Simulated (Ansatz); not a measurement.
# One shape, several levels: SiH2Cl− (SMILES [SiH2-]Cl)

Aim: a comparison of 6 runs (UPBE/STO-3G, UPBE0/STO-3G, RPA@PBE/STO-3G, CCSDT(Q)/STO-3G, UCCSD(T)/STO-3G, FCI/STO-3G) of SiH2Cl−. 

The results are computed with Ansatz 0.2.0.

1 further run of the same task is left out (set aside as unsound or not needed).

## (1) Starting point

SiH2Cl−: 4 atoms, total charge -1, spin state singlet. As SMILES, `[SiH2-]Cl`. The H4–Si1 distance was set to 2.985 Å, away from the relaxed value. At this shape a bond of the SMILES string is far longer than usual.

Bond lengths: Si1–Cl2 2.290 Å, Si1–H3 1.492 Å. Angles: Cl2–Si1–H3 95.2°.

## (2) The energy at UPBE/STO-3G (run 1)

Contents of in.yaml:

```yaml
basis:
  gaussian:
    orbitals: STO-3G
crystal:
  periodic: [false, false, false]
  atoms:
    - symbol: Si
      position_ang: [-0.762613, 0.193626, 1.701631]
    - symbol: Cl
      position_ang: [1.397387, -0.360084, 2.222241]
    - symbol: H
      position_ang: [-1.245793, -1.215184, 1.613091]
    - symbol: H
      position_ang: [-0.213160, 0.668840, -1.193830]
total_charge: -1
hamiltonian:
  xc: {name: PBE}
magnetization:
  spin_polarized: true
accuracy: high
```

Run with:

```
$ ansatz run in.yaml --threads 1 --pin off --max-ram 2610MiB --events-out events.jsonl --progress --plain --runs-dir runs
```

Output:

```text
Warning: RAYON_NUM_THREADS=1 ignored (pool sized by the plan → 1); use --threads N
Functional definition: PBE
  name "PBE"
  parameter kappa = 0.804
  parameter beta = 0.06672455060314922
  exchange = pbe_x(kappa = kappa, mu = beta*pi^2/3)
  correlation = pbe_c(beta = beta)
337 factors; integrals over basis functions are off by at most 2.0e-8 eV
mean field evaluation 1: about -20182.9897 eV, gradient 1.3e1 eV
mean field evaluation 2: about -20164.3338 eV, gradient 2.5e1 eV
mean field evaluation 4: about -20187.6036 eV, gradient 6.6e0 eV
mean field evaluation 8: about -20188.1744 eV, gradient 3.2e0 eV
mean field evaluation 16: about -20188.2922 eV, gradient 9.2e-4 eV
mean field evaluation 32: about -20188.4008 eV, gradient 5.4e-5 eV
mean field -20188.40084484 eV, -741.9100468584 hartree, gradient 1.3e-8 eV, S^2 0.398182; 2 other end points of the search recorded, 0 dependent functions left out
reference -20188.40084674 eV, -741.9100469280 hartree; 17, 17 occupied and 3, 3 virtual orbitals, 337 factors
Total energy: -20188.40084674 eV, -741.9100469280 hartree
```

It took 3.3 s on 1 thread of Arm Neoverse V1, shared host; peak memory 0.12 GiB.

## (3) A single-point energy at UPBE0/STO-3G (run 2)

Contents of in.yaml:

```yaml
crystal:
  periodic: [false, false, false]
  atoms:
    - {symbol: Si, position_ang: [-0.762613, 0.193626, 1.701631]}
    - {symbol: Cl, position_ang: [1.397387, -0.360084, 2.222241]}
    - {symbol: H, position_ang: [-1.245793, -1.215184, 1.613091]}
    - {symbol: H, position_ang: [-0.213160, 0.668840, -1.193830]}
basis:
  gaussian:
    orbitals: STO-3G
accuracy: high
magnetization:
  spin_polarized: true
total_charge: -1
hamiltonian:
  xc: pbe0
```

Run with:

```
$ ansatz run in.yaml --threads 1 --pin off --max-ram 2610MiB --events-out events.jsonl --progress --plain --runs-dir runs
```

Output:

```text
Warning: RAYON_NUM_THREADS=1 ignored (pool sized by the plan → 1); use --threads N
Functional definition: PBE0
  name "PBE0"
  parameter a = 0.25
  parameter kappa = 0.804
  parameter beta = 0.06672455060314922
  exchange = (1 - a)*pbe_x(kappa = kappa, mu = beta*pi^2/3) + a*exact_x
  correlation = pbe_c(beta = beta)
337 factors; integrals over basis functions are off by at most 2.0e-8 eV
mean field evaluation 1: about -20186.4672 eV, gradient 1.2e1 eV
mean field evaluation 2: about -20169.9988 eV, gradient 2.1e1 eV
mean field evaluation 4: about -20190.4992 eV, gradient 5.4e0 eV
mean field evaluation 8: about -20190.4989 eV, gradient 5.4e0 eV
mean field evaluation 16: about -20190.9376 eV, gradient 9.4e-8 eV
mean field evaluation 32: about -20191.3911 eV, gradient 5.1e-1 eV
mean field -20191.39263538 eV, -742.0199931328 hartree, gradient 1.0e-8 eV, S^2 0.607097; 3 other end points of the search recorded, 0 dependent functions left out
reference -20191.39263681 eV, -742.0199931853 hartree; 17, 17 occupied and 3, 3 virtual orbitals, 337 factors
Total energy: -20191.39263681 eV, -742.0199931853 hartree
```

Run time: 4.2 s. Hardware: 1 thread of Arm Neoverse V1, shared host; peak memory 0.12 GiB.

Runs 3 to 5 aren't shown in full; the table further down has their settings and results.

## (4) A single-point energy at FCI/STO-3G (run 6)

Contents of job.yaml:

```yaml
crystal:
  periodic: [false, false, false]
  atoms:
    - symbol: Si
      position_ang: [-0.762613, 0.193626, 1.701631]
    - symbol: Cl
      position_ang: [1.397387, -0.360084, 2.222241]
    - symbol: H
      position_ang: [-1.245793, -1.215184, 1.613091]
    - symbol: H
      position_ang: [-0.213160, 0.668840, -1.193830]
basis:
  gaussian:
    orbitals: STO-3G
total_charge: -1
correlation:
  method: fci
  frozen_orbitals: {Cl: 5, H: 0, Si: 5}
accuracy: high
```

Run with:

```
$ ansatz run job.yaml --threads 1 --pin off --max-ram 2610MiB --events-out events.jsonl --progress --plain --runs-dir runs
```

Output, cut to the lines that bear on the results:

```text
Warning: RAYON_NUM_THREADS=1 ignored (pool sized by the plan → 1); use --threads N
Functional definition: HF
  name "HF"
[...]
337 factors; integrals over basis functions are off by at most 2.0e-8 eV
[...]
mean field -20164.02411938 eV, -741.0142187208 hartree, gradient 7.9e-9 eV, S^2 0.000000; 0 other end points of the search recorded, 0 dependent functions left out; unrestricted orbitals would lower it
[...]
unrestricted determinant -20166.08151631 eV, -741.0898266633 hartree, S^2 0.9328
10 core orbitals not correlated: weight in the atoms' cores, before any rotation towards them, 1.000 or more for the frozen orbitals, at most 0.000 for the correlated occupied ones
reference -20164.02411938 eV, -741.0142187208 hartree; 7, 7 occupied and 3, 3 virtual orbitals, 337 factors
state -20167.21833348 eV, -741.1316039240 hartree
Total energy: -20167.21833348 eV, -741.1316039240 hartree
```

Wall time 0.36 s (1 thread of Arm Neoverse V1, shared host).

## (5) All runs side by side

```csv
run,level,frozen core orbitals,energy (Eh),wall time
1,UPBE/STO-3G,–,-741.910047,3.3 s
2,UPBE0/STO-3G,–,-742.019993,4.2 s
3,RPA@PBE/STO-3G,10,-741.175315,1.5 s
4,CCSDT(Q)/STO-3G,10,-741.131242,0.26 s
5,UCCSD(T)/STO-3G,10,-741.130902,0.38 s
6,FCI/STO-3G,10,-741.131604,0.36 s
```

## (6) What came out

| quantity | value |
| --- | --- |
| run 6: total energy | -741.13160 Eh |
| run 6: correlation energy (10 core orbitals frozen) | -117.4 mEh |

What this shows: Against full CI in this basis: CCSDT(Q) +0.4 mEh; UCCSD(T) +0.7 mEh. Totals of different functionals can't be ranked against each other. In runs 3, 4 the log says that unrestricted orbitals would lower the reference, so the values rest on an unstable closed-shell determinant (other closed-shell runs at this shape may share the fault). In runs 1, 2, 3, 4, 5, 6 the basis is minimal, so the values are rough. Spin contamination of the reference: run 5 ⟨S²⟩ = 0.93, run 2 ⟨S²⟩ = 0.61, run 1 ⟨S²⟩ = 0.40. Where it is this large, the reference is a mixture of spin states, and values that rest on it are in doubt. All runs together took 10 s, the longest 4.2 s.
